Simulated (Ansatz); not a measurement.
in.yaml

```yaml
crystal:
  periodic: [false, false, false]
  atoms:
    - {symbol: Ge, position_ang: [0.000000, 0.000000, 0.000000]}
    - {symbol: C, position_ang: [0.000000, 0.000000, 3.470000]}
basis:
  gaussian: {orbitals: cc-pVDZ}
magnetization: {spin_polarized: true, initial_magnetization: 0}
hamiltonian: {xc: {name: B3LYP}}
```

```sh
$ ansatz run in.yaml --threads 1 --pin off --events-out ev --progress --plain --max-ram 4096MiB --backend cpu
```

(1) Roughly how long does this take on 1 thread of AMD EPYC 7R13, shared host, and how much host memory?

```
462 factors; integrals over basis functions are off by at most 4.3e-4 eV
mean field evaluation 1: about -57526.6276 eV, gradient 3.8e1 eV
mean field evaluation 2: about -57384.8943 eV, gradient 6.3e1 eV
mean field evaluation 4: about -57522.4016 eV, gradient 4.0e1 eV
mean field evaluation 8: about -57544.8194 eV, gradient 2.6e-2 eV
mean field evaluation 16: about -57544.9704 eV, gradient 9.8e-1 eV
mean field evaluation 32: about -57546.6327 eV, gradient 3.8e-2 eV
mean field evaluation 64: about -57545.5385 eV, gradient 1.8e0 eV
mean field evaluation 96: about -57546.5955 eV, gradient 2.7e-5 eV
mean field evaluation 128: about -57539.9257 eV, gradient 1.9e1 eV
mean field evaluation 160: about -57546.5955 eV, gradient 6.2e-5 eV
mean field evaluation 192: about -57546.5955 eV, gradient 1.6e-6 eV
mean field evaluation 224: about -57546.6227 eV, gradient 3.0e-1 eV
mean field evaluation 256: about -57546.1509 eV, gradient 1.4e-1 eV
mean field evaluation 288: about -57546.3036 eV, gradient 2.9e0 eV
mean field evaluation 320: about -57546.6054 eV, gradient 3.1e-1 eV
mean field evaluation 352: about -57546.1184 eV, gradient 3.6e-1 eV
mean field -57546.63272979 eV, -2114.7997463111 hartree, gradient 8.5e-6 eV, S^2 1.921373; 24 other end points of the search recorded, 0 dependent functions left out
reference -57546.63291143 eV, -2114.7997529864 hartree; 19, 19 occupied and 22, 22 virtual orbitals, 462 factors
Total energy: -57546.63291143 eV, -2114.7997529864 hartree
```

## Answers

(1) 22 s wall and 0.2 GiB.
